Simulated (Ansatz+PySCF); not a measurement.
doublet C₂H₂N: levels of theory in one basis

```xyz
5

C     0.0000    0.0000   -0.8206
N     0.0000    0.0000   -1.9892
C     0.0000    0.0000    0.5577
H     0.0000   -0.9785    1.1261
H     0.0000    0.9785    1.1261
```

Basis set: cc-pVTZ (spherical functions). Correlated methods keep 3 orbitals frozen. Correlation on ROHF uses semicanonical orbitals with singles. Charge 0, multiplicity 2.

Computed with Ansatz (development build ahead of 0.2.0) and PySCF 2.14.0; each method stands on the lowest determinant of its kind that the runs found.

| method | E − E(ROHF) (eV) | <S²> of the determinant |
| --- | --- | --- |
| ROHF | 0.00 | 0.75 |
| UHF | -0.43 | 0.94 |
| ROHF-MP2 | -13.35 | – |
| UHF-MP2 | -12.88 | 0.94 |

(1) What does ROHF-CCSD(T) give on the same scale?

Answers

(1) -14.40 eV.

Caution for UHF, UHF-MP2: the unrestricted determinant is spin contaminated. Caution for ROHF-MP2, UHF-MP2: forces differ strongly between restricted and unrestricted references.
